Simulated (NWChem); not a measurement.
methanol (CH$_{4}$O); SMILES OC

Results from NWChem. Structure relaxed at the PBE0-D3(BJ)/def2-TZVP level. Vertical excitations in the gas phase; the lowest state need not have the same character in each row.

### Question
Among these, which level gives the lowest value of “lowest excitation, singlet (eV)”?
A. CAM-B3LYP/def2-SVPD, TDA
B. PBE/def2-SVPD, TDA
C. PBE0/def2-SVPD, TDA
D. B3LYP/def2-SVPD, TDA

### Answer
B, PBE/def2-SVPD, TDA. Values: PBE/def2-SVPD, TDA 6.23; B3LYP/def2-SVPD, TDA 6.73; CAM-B3LYP/def2-SVPD, TDA 6.93; PBE0/def2-SVPD, TDA 6.99
